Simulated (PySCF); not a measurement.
**NO: bond curves at several levels of theory**

What are the lowest state that PBE0 finds, the bond length, vibrational wavenumber and bond energy of NO, and how much do these hang on the method?

Method: N def2-TZVPP, O def2-TZVPP, no relativity; program: PySCF 2.14.0.

### 1 Input

A driver script around PySCF takes these settings:

```json
{
 "atoms": "N, O",
 "charge": "0",
 "basis": "N def2-TZVPP, O def2-TZVPP",
 "Hamiltonian": "no relativity",
 "basis functions": "62",
 "electrons treated": "15",
 "masses in u": "14.0031, 15.9949",
 "levels": "PBE0, PBE, r²SCAN, B97-3, TPSS, PBEsol, M06, LC-ωPBE, HF, MP2, SCS-MP2, CCSD, CCSD(T)",
 "grid": "80 radial by 434 angular points",
 "occupations": "held fixed by the projection of orbital angular momentum",
 "dissociation limit": "N + O, each in its ground configuration",
 "starting distance in angstrom": "1.255",
 "values of 2S to try": "1, 3, 5"
}
```

Launch:

```sh
$ OMP_NUM_THREADS=1 python dia.py task.json out
```

After this run come: PBE0 along the bond; Excited determinants; PBE (GGA); r²SCAN (meta-GGA); B97-3 (global hybrid GGA); TPSS; PBEsol; M06 (hybrid meta-GGA); LC-ωPBE (range-separated hybrid); UHF (mean field); Adding correlation.

Q: Predict the outcome of this session. Wanted: for each run, Re; ωe; De; μ.

The runs gave:

Lowest PBE0 solution found, without spin–orbit coupling: ²Π (doublet), unpaired electrons π ↑. State 2 has its PBE0 minimum 4.51 eV higher. The other levels ran on the lowest alone.

| level | Re (Å) | ωe (cm⁻¹) | De (eV) | μ (D) |
| --- | --- | --- | --- | --- |
| UHF-CCSD | 1.146 | 1989 | 5.86 | n/a |
| PBE | 1.158 | 1892 | 7.46 | 0.21 |
| PBEsol | 1.154 | 1919 | 7.86 | 0.22 |
| TPSS | 1.157 | 1892 | 6.78 | 0.17 |
| r²SCAN | 1.148 | 1959 | 6.60 | 0.16 |
| PBE0 | 1.140 | 2031 | 6.64 | 0.14 |
| B97-3 | 1.141 | 2021 | 6.72 | 0.14 |
| M06 | 1.139 | 2028 | 6.44 | 0.14 |
| LC-ωPBE | 1.137 | 2074 | 6.80 | 0.15 |

De is counted to N + O in their ground configurations. A positive dipole means N(−)O(+). No constants: UHF (the points don't follow one smooth fit); UHF-MP2 (the points don't follow one smooth fit); UHF-SCS-MP2 (the points don't follow one smooth fit); UHF-CCSD(T) (the points don't follow one smooth fit).

Bond lengths run from 1.137 Å (LC-ωPBE) to 1.158 Å (PBE). Among the levels with a De in the table, it runs from 5.86 eV (UHF-CCSD) to 7.86 eV (PBEsol).

Correlated steps freeze 2 core orbitals. T1 is 0.025 near the minimum (highest on the curve 0.103), which may point to more than one leading configuration.
